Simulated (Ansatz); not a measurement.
Computed with Ansatz.

A structure relaxed at PBE0-D4/def2-TZVP, charge 0, multiplicity 1:

| atom | x (Å) | y (Å) | z (Å) |
| --- | --- | --- | --- |
| N1 | 1.028 | -0.119 | 0.742 |
| C2 | -0.205 | -0.099 | 0.036 |
| O3 | -0.148 | -0.888 | -1.077 |
| F4 | -1.148 | -0.597 | 0.907 |
| S5 | -0.706 | 1.583 | -0.469 |
| H6 | 1.764 | 0.305 | 0.193 |
| H7 | 0.950 | 0.347 | 1.636 |
| H8 | 0.246 | -1.726 | -0.796 |
| H9 | -1.782 | 1.194 | -1.172 |

Give its formula and SMILES.

CH4FNOS, `NC(O)(F)S`.

Summarise the bond lengths by kind.

1 × C–N 1.421 Å; 2 × H–N 1.011 Å; 1 × C–O 1.366 Å; 1 × C–F 1.377 Å; 1 × C–S 1.826 Å; 1 × H–O 0.967 Å; 1 × H–S 1.343 Å.
